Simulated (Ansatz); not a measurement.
1T (CdI2-type) PtSe₂ was calculated with HSE06 in Ansatz (plane waves, PAW).

Settings: plane-wave cutoff 460 eV, 9×9×6 k mesh (along the axes of the cell as run), Fermi–Dirac smearing 0.01 eV, scalar-relativistic PAW data made under PBE.

Computed at the level's own relaxed cell.

Question: Predict the direct gap at Γ, lattice parameter c and band gap.

Answer: 
- direct gap at Γ = 3.69 eV
- lattice parameter c = 6.560 Å
- band gap = 1.50 eV

Measured, for comparison: lattice parameter c 5.074 Å (temperature not stated, zero-point anharmonic expansion removed (computed with revB86b-DF2); no thermal correction; as tabulated in Björkman (2014), arXiv:1406.2436). Computed (rounded) less measured: lattice parameter c +29.3 %.

Note: the cell comes from a level without a dispersion term, which matters for the spacing of layers, chains or molecules; the cell has widely spaced layers and the level no dispersion term, so their spacing and the moduli can rest on weak binding.

Spin–orbit coupling is not included; with these elements it can move the gap by several tenths of an eV or more.

Computing time: roughly 4 core-hours.

Ansatz is a program for electronic structure.
